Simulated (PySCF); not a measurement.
**Atomic charges by several schemes**

C₃H₄F₂.
Structure used (PBE0-D3(BJ)/def2-SVP), in Å, numbered top down from 1:
```xyz
9
C3H4F2 angstrom
C      1.1965    0.7308   -0.0906
C      0.4230   -0.3369   -0.2661
C     -0.9882   -0.4192    0.2191
F     -1.4098    0.7666    0.7074
F     -1.8077   -0.7683   -0.8029
H      2.2259    0.7515   -0.4558
H      0.8193    1.6183    0.4240
H      0.7860   -1.2351   -0.7764
H     -1.1124   -1.1771    1.0157
```

Density: PBE0/pcSseg-1 (PySCF); schemes: Mulliken, IAO, Hirshfeld and ESP-fitted. Isolated species at its PBE0-D3(BJ)/def2-SVP geometry (one conformer only).

Question: Atoms with like bonding are taken together and averaged. Do the Mulliken, IAO, Hirshfeld and ESP-fitted schemes agree on where the charge is lowest?

Answer: The schemes don't all agree: Mulliken C2 (-0.338); IAO F4/F5 (-0.302); Hirshfeld F4/F5 (-0.102); ESP-fitted C1 (-0.388).

Question: At which atom do the 4 schemes differ most?

Answer: At C3: from +0.146 (Hirshfeld) to +0.570 e (Mulliken), 0.424 e apart.

Question: For which atoms does the sign change between the 4 schemes (beyond +0.03 e in one, beyond −0.03 e in another)?

Answer: For none.

Question: What partial charge does each atom carry?

Answer: In e; atoms taken as equivalent share a row and are averaged (×n: the atom named and its like, n in all):

```
 atom              environment  Mulliken     IAO  Hirshfeld  ESP-fitted
   C1     terminal =CH2 carbon    -0.141  -0.280     -0.083      -0.388
   C2         alkene CH carbon    -0.338  -0.184     -0.066      -0.172
   C3              CHF2 carbon    +0.570  +0.445     +0.146      +0.437
F4/F5  fluorine of a CF2 group    -0.300  -0.302     -0.102      -0.222
   H6         vinylic hydrogen    +0.135  +0.160     +0.057      +0.187
   H7         vinylic hydrogen    +0.139  +0.163     +0.048      +0.196
   H8         vinylic hydrogen    +0.135  +0.159     +0.054      +0.141
   H9         methine hydrogen    +0.101  +0.142     +0.048      +0.042
```

Mean size of the charges over all atoms: Mulliken 0.240 e, IAO 0.237 e, ESP-fitted 0.223 e, Hirshfeld 0.079 e. Each set sums to the total charge, 0, to within 0.001 e. The Mulliken scheme gives each basis function's population to the atom it is centred on and halves the overlap population of two atoms between them.

Question: How many electrons does the ESP-fitted scheme count on C2?

Answer: Z − q = 6 − (-0.172) = 6.172.

Question: Sum the charges by element.

Answer: 
| element | atoms | Mulliken | IAO | Hirshfeld | ESP-fitted |
| --- | --- | --- | --- | --- | --- |
| C | 3 | +0.091 | -0.019 | -0.003 | -0.122 |
| F | 2 | -0.600 | -0.605 | -0.204 | -0.443 |
| H | 4 | +0.509 | +0.623 | +0.207 | +0.566 |

Question: How closely do the schemes follow one another over all atoms?

Answer: Correlation coefficient and root-mean-square difference: IAO with Hirshfeld 1.00, 0.172 e; IAO with ESP-fitted 0.97, 0.064 e; Mulliken with Hirshfeld 0.96, 0.200 e; Hirshfeld with ESP-fitted 0.96, 0.171 e; Mulliken with IAO 0.96, 0.083 e; Mulliken with ESP-fitted 0.90, 0.119 e.
